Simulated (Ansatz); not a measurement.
# CHAlO: the cost of one run

The runs use Ansatz 0.2.0, Gaussian basis; def2-TZVPP, core rule «outside noble gas», up to 7 orbitals frozen.

Plan: UHF; ROHF; CCSD(T) on UHF.

2 further runs of the same task are left out: 2 set aside as unsound or not needed.

**1. The geometry**

The geometry is a PBE0/def2-TZVP stationary point (not a proven minimum) of the parent state, kept for this charge and spin.

4 atoms, charge 1, spin multiplicity 2.

Atoms are counted from 1 here; the program's logs count them from 0.

Bond lengths: Al1–C2 1.941 Å, C2–O3 1.271 Å, O3–H4 0.981 Å. Angles: Al1–C2–O3 163.8°, C2–O3–H4 112.9°.

**2. UHF**

Contents of in.yaml:

```yaml
crystal:
  periodic: [false, false, false]
  atoms:
    - {symbol: Al, position_ang: [-0.009921, -0.160643, 2.198879]}
    - {symbol: C, position_ang: [0.147232, -0.100915, 0.265352]}
    - {symbol: O, position_ang: [-0.026358, -0.287752, -0.980243]}
    - {symbol: H, position_ang: [-0.110953, 0.549310, -1.483988]}
basis:
  gaussian: {orbitals: def2-TZVPP}
total_charge: 1
magnetization: {spin_polarized: true, initial_magnetization: 1}
hamiltonian: {xc: hf}
output: {orbitals: {seedname: orbitals}}
```

Command:

```bash
$ ansatz run in.yaml --threads 1 --pin off --events-out ev --progress --plain --max-ram 4096MiB --backend cpu
```

**Question.** How long does this run take on 1 thread of AMD EPYC 7R13, shared host, and how much memory does it need?

About 13 s, with a peak of 0.28 GiB.
